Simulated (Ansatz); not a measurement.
Gas-phase electronic energies from Ansatz, PBE0-D4/def2-TZVP geometries. CCSD(T)/CBS is extrapolated from def2-TZVPP and def2-QZVPP, frozen cores. DFT in def2-TZVPP. B3LYP here is the variant with VWN-RPA as its local correlation; programs differ in this. No spin–orbit coupling; open shells (•) take unrestricted orbitals.

Consider the hydrogen abstraction from a P–H bond: `O=P` + `[CH3]`• → `O=[P]`• + CH₄.

| level | ΔE (eV) |
| --- | --- |
| B3LYP-D4 | -1.84 |
| PBE | -1.88 |
| BLYP | -1.86 |
| B3LYP | -1.84 |

Task: What does CCSD(T)/CBS give? (An estimate is asked.)

Result: The calculation gave: -1.83 eV. The listed levels differ from it by -0.01, -0.05, -0.03, -0.01 eV.

Largest T1 diagnostic among the species: 0.025, so the coupled-cluster value is less sure than usual.

Leaving LDA and LC-ωPBE aside and taking each functional with its dispersion term where it has one, the values, not all of them listed here, spread over 0.12 eV, from PBE-D4 to r2SCAN0-D4. LDA lies −0.16 eV from PBE without D4. From PBE to PBE0 (25 % exact exchange), in def2-TZVPP and without D4, ΔE moves by +0.04 eV.
